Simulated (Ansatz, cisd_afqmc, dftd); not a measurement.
System: CF4, charge 0, singlet. CF4 (tetrafluoromethane, SMILES C(F)(F)(F)F).
B3LYP-D3(BJ)/def2-TZVP minimum from Ansatz (a program for electronic structure):
```xyz
5

C      0.0000     0.0000     0.0000
F      0.7629     0.7657     0.7682
F     -0.7843    -0.7493     0.7628
F     -0.7467     0.7653    -0.7843
F      0.7680    -0.7817    -0.7466
```
Charge 0, spin multiplicity 1.

Wanted: atomisation energy (electronic, to ground-state atoms), in kcal/mol. UHF or UKS for unpaired electrons; spin-orbit terms are left out. Correlated methods leave the cores frozen. Rows without X2C or -DK are non-relativistic. AFQMC/CISD: phaseless, guided by CISD from CCSD amplitudes; bars are statistical, one sigma. Outlying blocks are dropped, and bars are widened where a walk drifts. Over all cases where full CI ran beside it in this data, AFQMC minus full CI had a median of +0.1 mEh and passed +0.4 mEh in a tenth of the cases. CBS(X,Y): correlation extrapolated as X^-3, Hartree-Fock from the larger set (Q,5: extrapolated as (X+1)exp(-9√X)). A bracket is a step between two methods taken in the basis named. Functionals run without relativity, which enters their misses. Double hybrids freeze cores in their MP2 part. 'core' is core correlation in cc-pwCVTZ, 'X2C' scalar relativity in cc-pVTZ-DK, both at CCSD(T).

| level | program | atomisation energy (kcal/mol) | difference against the last row |
|---|---|---|---|
| HF/cc-pVQZ | Ansatz | 313.7 | -165.4 |
| r2SCAN/def2-TZVPD | Ansatz | 481.7 | 2.6 |
| B3LYP/def2-TZVPD | Ansatz | 467.5 | -11.6 |
| wB97M-V/def2-TZVPD | Ansatz | 478.7 | -0.4 |
| B2PLYP-D3(BJ)/def2-TZVPD | Ansatz + dftd3 | 471.2 | -7.9 |
| MP2/cc-pVQZ | Ansatz | 501.5 | 22.4 |
| CCSD/cc-pVDZ | Ansatz | 425.0 | -54.1 |
| CCSDT(Q)/cc-pVDZ | Ansatz | 433.6 | -45.5 |
| AFQMC/CISD/cc-pVTZ | cisd_afqmc | 463.9 ± 0.3 | -15.2 |
| CCSD(T)/CBS(cc-pVQZ,cc-pV5Z) + [CCSDT(Q) - CCSD(T)]/cc-pVDZ + core + X2C | Ansatz | 479.1 | 0.0 |
